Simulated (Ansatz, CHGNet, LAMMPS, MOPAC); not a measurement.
Zinc-blende HgTe, lattice parameter a

Reference value: 6.46 Å (measured, room temperature, no zero-point or thermal correction; as tabulated in Cava et al. (2013), arXiv:1302.1059).

| level (code) | value (Å) | difference (%) |
|---|---|---|
| Stillinger–Weber CdTeZnSeHgS0.sw (LAMMPS) | 6.460 | 0.00 |
| PM7 semi-empirical Hartree-Fock (MOPAC) | 6.342 | -1.83 |
| CHGNet-r²SCAN | 6.587 | +1.97 |
| LDA (Ansatz) | 6.435 | -0.39 |
| PBE (Ansatz) | 6.650 | +2.94 |
| PBE+SOC (Ansatz) | 6.629 | +2.62 |
| PBEsol+SOC (Ansatz) | 6.488 | +0.43 |
| rVV10 (Ansatz) | 6.664 | +3.16 |
| r²SCAN+SOC (Ansatz) | 6.550 | +1.39 |
| r²SCAN-D4 (Ansatz) | 6.544 | +1.30 |
| HSE06 (Ansatz) | 6.564 | +1.61 |
| Hartree–Fock (Ansatz) | 6.722 | +4.06 |

Leaving aside Stillinger–Weber CdTeZnSeHgS0.sw (doubt noted below): The reference is not for a static lattice or low temperature, so close values are not ranked against it. Off by more than 1.25 %, or 1.75 % on the side where a correction would as a rule narrow the miss (bounds picked here): Hartree–Fock (+4.06 %), rVV10 (+3.16 %), PBE (+2.94 %), PBE+SOC (+2.62 %), CHGNet-r²SCAN (+1.97 %), PM7 semi-empirical Hartree-Fock (MOPAC) (-1.83 %), HSE06 (+1.61 %), r²SCAN+SOC (+1.39 %), r²SCAN-D4 (+1.30 %).

The reference isn't brought to a static lattice, while the calculations are for one, so the differences are not the levels' errors alone. A static lattice is as a rule a little smaller than the measured one.  Density-functional levels without +SOC have no spin–orbit coupling. Stillinger–Weber CdTeZnSeHgS0.sw: the potential file covers more elements than this solid holds. PM7 semi-empirical Hartree-Fock (MOPAC): the method was fitted mainly to molecules. PM7 semi-empirical Hartree-Fock (MOPAC): the run uses a supercell at the zone centre in place of a k mesh. Hartree–Fock: the cell is over a tenth larger than the published one: the level's own overestimate first of all, though another phase or state, or a fault of the published cell, is possible. Cutoffs and k meshes differ between the levels. Ansatz's density-functional and Hartree–Fock values are scalar-relativistic unless marked +SOC, with PAW data made under PBE.

Empirical potentials (Stillinger–Weber CdTeZnSeHgS0.sw) are fitted to chosen data: where that held the value shown, agreement is built in, and what lay outside the fit can be far off. Machine-learned potentials (CHGNet-r²SCAN) are trained on DFT data: a solid inside that data is no test of them.

Differences are worked out from the printed values.

Ansatz is a program for electronic structure.
